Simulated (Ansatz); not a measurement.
# C2H6FN: basis-set convergence

Aim: see how fast density functionals converge with the basis set for C2H6FN.

Computed with Ansatz 0.2.0, Gaussian basis. Level: one geometry, several basis sets.

Levels to be run: PBE0-D4/def2-SVP; ωB97M-V/def2-SVP; PBE0-D4/def2-QZVPP; ωB97M-V/def2-QZVPP; the functionals' def2-TZVPP values are taken from earlier runs.

**1. The geometry**

An earlier PBE0-D4 in a triple-zeta def2 set relaxation fixed the geometry.

SMILES `CNCF`, 10 atoms, charge 0, spin multiplicity 1.

Atoms are counted from 1 here; the program's logs count them from 0.

Bond lengths: C1–N2 1.449 Å, C1–H5 1.096 Å, C1–H6 1.093 Å, C1–H7 1.091 Å, N2–C3 1.397 Å, N2–H8 1.010 Å, C3–F4 1.411 Å, C3–H9 1.093 Å, C3–H10 1.092 Å. Angles: N2–C1–H5 113.8°, N2–C1–H6 109.0°, N2–C1–H7 109.5°, H5–C1–H6 108.0°, H5–C1–H7 108.7°, H6–C1–H7 107.6°, C1–N2–C3 116.4°, C1–N2–H8 112.3°, C3–N2–H8 112.0°, N2–C3–F4 113.7°, N2–C3–H9 110.2°, N2–C3–H10 110.4°, F4–C3–H9 105.6°, F4–C3–H10 106.0°, H9–C3–H10 110.7°.

**2. PBE0-D4 in def2-SVP**

File in.yaml:

```yaml
crystal:
  periodic: [false, false, false]
  atoms:
    - {symbol: C, position_ang: [-0.750418, 0.926767, 0.243181]}
    - {symbol: N, position_ang: [0.561845, 0.381871, -0.040442]}
    - {symbol: C, position_ang: [0.670006, -1.010672, -0.032150]}
    - {symbol: F, position_ang: [-0.108349, -1.646186, -1.023064]}
    - {symbol: H, position_ang: [-1.509163, 0.666575, -0.504327]}
    - {symbol: H, position_ang: [-1.088755, 0.552942, 1.212991]}
    - {symbol: H, position_ang: [-0.685603, 2.013720, 0.312531]}
    - {symbol: H, position_ang: [0.975017, 0.787953, -0.868128]}
    - {symbol: H, position_ang: [0.316467, -1.410906, 0.921866]}
    - {symbol: H, position_ang: [1.702052, -1.313263, -0.219358]}
basis:
  gaussian: {orbitals: def2-SVP}
hamiltonian: {xc: pbe0, dispersion: d4}
output: {orbitals: {seedname: orbitals}}
```

On the command line:

```sh
ansatz run in.yaml --threads 2 --pin off --events-out ev --progress --plain --max-ram 4352MiB
```

The program printed:

```text
Functional definition: PBE0
  name "PBE0"
  cite "Adamo & Barone, J. Chem. Phys. 110, 6158 (1999) doi:10.1063/1.478522"
  cite "Perdew, Burke & Ernzerhof, Phys. Rev. Lett. 77, 3865 (1996) doi:10.1103/PhysRevLett.77.3865"
  parent pbe
  parameter a = 0.25
  parameter kappa = 0.804
  parameter beta = 0.06672455060314922
  exchange = (1 - a)*pbe_x(kappa = kappa, mu = beta*pi^2/3) + a*exact_x
  correlation = pbe_c(beta = beta)
984 factors; their error is unknown
mean field evaluation 1: about -6362.6779 eV, gradient 4.4e1 eV
mean field evaluation 2: about -6361.8464 eV, gradient 4.8e1 eV
mean field evaluation 4: about -6366.8334 eV, gradient 1.8e0 eV
mean field evaluation 8: about -6366.8326 eV, gradient 1.5e-2 eV
mean field evaluation 16: about -6366.8191 eV, gradient 4.9e-5 eV
mean field -6366.81908566 eV, -233.9762858129 hartree, gradient 4.9e-5 eV, S^2 0.000000; 0 other end points of the search recorded, 0 dependent functions left out
reference -6366.81910744 eV, -233.9762866135 hartree; 17, 17 occupied and 69, 69 virtual orbitals, 984 factors
Total energy: -6366.92803664 eV, -233.9802896875 hartree
```

Wall time 1.1 s (2 threads of AMD EPYC 7B13, shared host).

**3. ωB97M-V in def2-SVP**

Changes to in.yaml since step 2:

```diff
@@ -15,3 +15,3 @@
   gaussian: {orbitals: def2-SVP}
-hamiltonian: {xc: pbe0, dispersion: d4}
+hamiltonian: {xc: {name: wB97M-V}}
 output: {orbitals: {seedname: orbitals}}
```

The command is unchanged.

The program printed, cut to the lines that bear on the results:

```text
Functional definition: wB97M-V
  name "wB97M-V"
  cite "Mardirossian & Head-Gordon, J. Chem. Phys. 144, 214110 (2016) doi:10.1063/1.4952647"
  cite "Becke, J. Chem. Phys. 107, 8554 (1997) doi:10.1063/1.475007"
  cite "Vydrov & Van Voorhis, J. Chem. Phys. 133, 244103 (2010) doi:10.1063/1.3521275"
  # Of w^i u^j: cxij and so on, Table III.
[...]
  gx(w, u) = 1 - cx + cx01*u + cx10*w
  gss(w, u) = css00 + css04*u^4 + css10*w + css20*w^2 + css43*w^4*u^3
  gos(w, u) = cos00 + cos10*w + (cos20 + cos21*u)*w^2 + (cos60 + cos61*u)*w^6
[...]
      + integral(e_c_pw_mod_opposite_spin*gos(b97_w_opposite, b97_u_opposite)) + vv10(b, c)
984 factors; their error is unknown
232 factors; integrals over basis functions are off by at most 8.5e-6 eV
[...]
mean field -6370.94218188 eV, -234.1278068045 hartree, gradient 7.6e-6 eV, S^2 0.000000; 0 other end points of the search recorded, 0 dependent functions left out
reference -6370.94221597 eV, -234.1278080573 hartree; 17, 17 occupied and 69, 69 virtual orbitals, 984 factors
Total energy: -6370.94221597 eV, -234.1278080573 hartree
```

It took 2.9 s on 2 threads of AMD EPYC 7B13, shared host.

**4. PBE0-D4 in def2-QZVPP**

Changes to in.yaml since step 3:

```diff
@@ -14,4 +14,4 @@
 basis:
-  gaussian: {orbitals: def2-SVP}
-hamiltonian: {xc: {name: wB97M-V}}
+  gaussian: {orbitals: "def2-QZVPP.json"}
+hamiltonian: {xc: pbe0, dispersion: d4}
 output: {orbitals: {seedname: orbitals}}
```

Same command.

The program printed:

```text
Functional definition: PBE0
  name "PBE0"
  cite "Adamo & Barone, J. Chem. Phys. 110, 6158 (1999) doi:10.1063/1.478522"
  cite "Perdew, Burke & Ernzerhof, Phys. Rev. Lett. 77, 3865 (1996) doi:10.1103/PhysRevLett.77.3865"
  parent pbe
  parameter a = 0.25
  parameter kappa = 0.804
  parameter beta = 0.06672455060314922
  exchange = (1 - a)*pbe_x(kappa = kappa, mu = beta*pi^2/3) + a*exact_x
  correlation = pbe_c(beta = beta)
1088 factors; their error is unknown
mean field evaluation 1: about -6367.9129 eV, gradient 5.7e1 eV
mean field evaluation 2: about -6363.9972 eV, gradient 7.0e1 eV
mean field evaluation 4: about -6374.6669 eV, gradient 3.8e0 eV
mean field evaluation 8: about -6374.6832 eV, gradient 4.5e-1 eV
mean field evaluation 16: about -6374.6834 eV, gradient 4.3e-5 eV
mean field -6374.68340610 eV, -234.2652942584 hartree, gradient 4.3e-5 eV, S^2 0.000000; 0 other end points of the search recorded, 0 dependent functions left out
reference -6374.68343964 eV, -234.2652954911 hartree; 17, 17 occupied and 391, 391 virtual orbitals, 1088 factors
Total energy: -6374.79236883 eV, -234.2692985651 hartree
```

Wall time 7.5 s (2 threads of AMD EPYC 7B13, shared host); peak memory 1 GiB.

**5. ωB97M-V in def2-QZVPP**

Changes to in.yaml since step 4:

```diff
@@ -15,3 +15,3 @@
   gaussian: {orbitals: "def2-QZVPP.json"}
-hamiltonian: {xc: pbe0, dispersion: d4}
+hamiltonian: {xc: {name: wB97M-V}}
 output: {orbitals: {seedname: orbitals}}
```

Launched as before.

The program printed, cut to the lines that bear on the results:

```text
Functional definition: wB97M-V
  name "wB97M-V"
  cite "Mardirossian & Head-Gordon, J. Chem. Phys. 144, 214110 (2016) doi:10.1063/1.4952647"
  cite "Becke, J. Chem. Phys. 107, 8554 (1997) doi:10.1063/1.475007"
  cite "Vydrov & Van Voorhis, J. Chem. Phys. 133, 244103 (2010) doi:10.1063/1.3521275"
  # Of w^i u^j: cxij and so on, Table III.
[...]
  gx(w, u) = 1 - cx + cx01*u + cx10*w
  gss(w, u) = css00 + css04*u^4 + css10*w + css20*w^2 + css43*w^4*u^3
  gos(w, u) = cos00 + cos10*w + (cos20 + cos21*u)*w^2 + (cos60 + cos61*u)*w^6
[...]
      + integral(e_c_pw_mod_opposite_spin*gos(b97_w_opposite, b97_u_opposite)) + vv10(b, c)
1088 factors; their error is unknown
300 factors; integrals over basis functions are off by at most 5.9e-6 eV
[...]
mean field -6379.08971786 eV, -234.4272232291 hartree, gradient 2.2e-5 eV, S^2 0.000000; 0 other end points of the search recorded, 0 dependent functions left out
reference -6379.08977128 eV, -234.4272251922 hartree; 17, 17 occupied and 391, 391 virtual orbitals, 1088 factors
Total energy: -6379.08977128 eV, -234.4272251922 hartree
```

It took 16 s on 2 threads of AMD EPYC 7B13, shared host; peak memory 1.2 GiB.

**6. Functionals by basis**

The def2-TZVPP values come from earlier runs at the same geometry.

| functional | basis | functions | energy (eV) | from the largest (eV) | HOMO (eV) | LUMO (eV) |
| --- | --- | --- | --- | --- | --- | --- |
| PBE0-D4 | def2-SVP | 86 | -6366.9280 | 7.864 | -7.04 | 1.97 |
| PBE0-D4 | def2-TZVPP | 208 | -6374.4320 | 0.360 | -7.25 | 1.27 |
| PBE0-D4 | def2-QZVPP | 408 | -6374.7924 | 0.000 | -7.29 | 0.76 |
| ωB97M-V | def2-SVP | 86 | -6370.9422 | 8.148 | -9.42 | 3.61 |
| ωB97M-V | def2-TZVPP | 208 | -6378.7365 | 0.353 | -9.63 | 2.68 |
| ωB97M-V | def2-QZVPP | 408 | -6379.0898 | 0.000 | -9.68 | 1.86 |

**7. Results**

| quantity | value |
| --- | --- |
| PBE0-D4: double and triple zeta above quadruple | 7.86, 0.36 eV |
| ωB97M-V: double and triple zeta above quadruple | 8.15, 0.35 eV |

PBE0-D4 gains 7.50 eV from double to triple zeta, then 0.36 eV more. Total energies overstate the basis error of differences, where much of it tends to cancel. The LUMO of ωB97M-V is positive and keeps falling with the basis (3.61 to 1.86 eV): an unbound level that the basis holds in place.

For PBE0-D4 the largest set took about 7 times as long as the smallest (7.5 s against 1.1 s).
